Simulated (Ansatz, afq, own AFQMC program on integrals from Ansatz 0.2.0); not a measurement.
Two steps: Ansatz 0.2.0 writes the Fock matrix and Cholesky factors of the valence space, and afq projects on them the lowest state that overlaps trial and start.

```yaml
crystal:
  periodic: [false, false, false]
  atoms:
    - {symbol: B, position_ang: [0.000000, 0.000000, 0.000000]}
basis:
  gaussian: {orbitals: aug-cc-pVDZ}
magnetization: {spin_polarized: true, initial_magnetization: 1}
correlation: {method: ccsd_t, electrons: outside_noble_gas, hamiltonian_folder: ham}
```

```sh
$ ansatz run in.yaml --threads 1 --pin off --events-out ev --progress --plain --max-ram 24576MiB --backend cuda --devices 0, --max-vram 18GiB
```

Options of the walk:

```
--method phaseless --trial cisd --walkers 4000 --populations 20 --least-time 60 --time-step 0.005 --steps-per-block 50 --equilibration-blocks 28 --max-blocks 4000 --target-error 7e-05 --factor-cut 1e-05 --start spin_pure --seed 8924 --release-times 0.24,0.5,1,1.5 --release-step 0.02 --release-every 3 --taylor-order 6
```

Times are imaginary, in 1/Eh. The walk had a cap of 122 s. With eight or more populations the least sampling time is a fifth of least-time, and the error comes from their spread.

afq prints:

```
orbitals 22  electrons 2 1  factors 119 of 121
reference energy -24.53057363 Eh
CCSD correlation -0.05961906 Eh in 11 cycles, weight of the determinant in the CISD state 0.9305
energy of the start -24.590172 Eh
 block  time / (1/Eh)  mean weight  energy / Eh
     1     0.250  1.0001  -24.590228
     2     0.500  1.0000  -24.590361
     3     0.750  1.0000  -24.590509
     4     1.000  0.9999  -24.590645
     5     1.250  0.9999  -24.590756
    10     2.500  1.0000  -24.591143
    15     3.750  0.9999  -24.591203
    20     5.000  1.0000  -24.591373
    25     6.250  0.9999  -24.591379
    30     7.500  1.0001  -24.591362
    35     8.750  1.0000  -24.591340
    40    10.000  1.0001  -24.591354
    45    11.250  1.0000  -24.591288
    50    12.500  1.0001  -24.591313
    55    13.750  1.0000  -24.591324
    60    15.000  1.0000  -24.591278
    62    15.500  1.0001  -24.591230
    65    16.250  1.0001  -24.591370
    69    17.250  1.0002  -24.591567
    70    17.500  0.9999  -24.591511
    75    18.750  1.0001  -24.591529
    78    19.500  0.9998  -24.591423
error from the spread of 20 populations
released: time / (1/Eh)  energy / Eh  error  mean overlap
  0.24  -24.591384  0.000024  0.9988
  0.50  -24.591398  0.000020  0.9999
  1.00  -24.591418  0.000015  0.9998
  1.50  -24.591449  0.000015  0.9994
energy -24.591359 +/- 0.000023 Eh
(rows thinned)
```

The run passed its tests (sampling time, drift between the halves within three errors, error under three times the target), which doesn't prove that it has relaxed.

Against this walk (error 0.6 meV) on the same determinant: CCSD(T) 7.0 meV higher, full CI 3.9 meV lower. The error is statistical and leaves out the bias of the constraint. Released to 1.50 1/Eh the energy lies 2.4 ± 0.7 meV (both errors) below the phaseless value, which shows part or all of the bias of the constraint, and full CI lies 1.5 meV below the released value.

Cautions: constraint bias not in the error.

The walk took 33 s on 1 × NVIDIA H100 80GB HBM3 with 2 threads of AMD EPYC 7R13 Processor (Zen 3), with other jobs on the host (the card was shared). The log's last line is the phaseless energy.

A walk keeps the symmetry of its determinant, which the program's search chose and which needn't be the lowest solution, so a lower state of the same spin and another symmetry isn't excluded.
